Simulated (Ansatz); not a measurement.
## A relaxation, step by step

CHOS (SMILES O=[C+]S) (charge +1), singlet, HF/def2-SVP (Ansatz 0.2.0). Settings:

```yaml
hamiltonian: {xc: hf}
relax: {f_tol: 0.2, max_steps: 30, max_displacement: 0.05}
```

Start (the SMILES describes the start alone):

O1  (0.082, -0.451, 1.646)
C2  (0.209, -0.158, 0.483)
S3  (0.348, -0.038, -0.860)
H4  (-0.776, 0.739, -1.224)
(Å)

```tsv
step	energy less the last (meV)	largest force component (eV/Å)
1	3546.0	32.296
2	1488.6	17.450
3	460.0	6.506
4	134.8	2.879
5	17.9	0.546
6	3.6	0.345
7	0.0	0.123
```

Step 2, positions (Å) and forces (eV/Å):

```csv
atom,x,y,z,Fx,Fy,Fz
O1,0.085,-0.446,1.633,0.779,1.600,-4.480
C2,0.201,-0.167,0.532,-2.720,-2.950,17.450
S3,0.351,-0.032,-0.897,1.122,1.936,-13.644
H4,-0.773,0.737,-1.223,0.820,-0.586,0.674
```

Step 4, positions (Å) and forces (eV/Å):

```csv
atom,x,y,z,Fx,Fy,Fz
O1,0.087,-0.442,1.653,0.114,0.285,0.275
C2,0.179,-0.181,0.593,-0.712,-0.645,2.243
S3,0.359,-0.014,-0.992,0.336,0.562,-2.879
H4,-0.762,0.729,-1.210,0.262,-0.202,0.360
```

Step 5, positions (Å) and forces (eV/Å):

| atom | x | y | z | Fx | Fy | Fz |
| --- | --- | --- | --- | --- | --- | --- |
| O1 | 0.083 | -0.432 | 1.663 | -0.038 | 0.149 | 0.530 |
| C2 | 0.163 | -0.190 | 0.602 | -0.068 | -0.349 | -0.050 |
| S3 | 0.373 | -0.006 | -1.039 | 0.071 | 0.221 | -0.546 |
| H4 | -0.755 | 0.720 | -1.181 | 0.034 | -0.021 | 0.067 |

Last step (7):

```xyz
4
angstrom
O 0.0686 -0.4021 1.6667
C 0.1666 -0.2259 0.5911
S 0.3851 0.0039 -1.0615
H -0.7571 0.7159 -1.1515
```

Hardware: 2 CPU threads of an Intel Xeon, shared host. Wall time about 17 s.
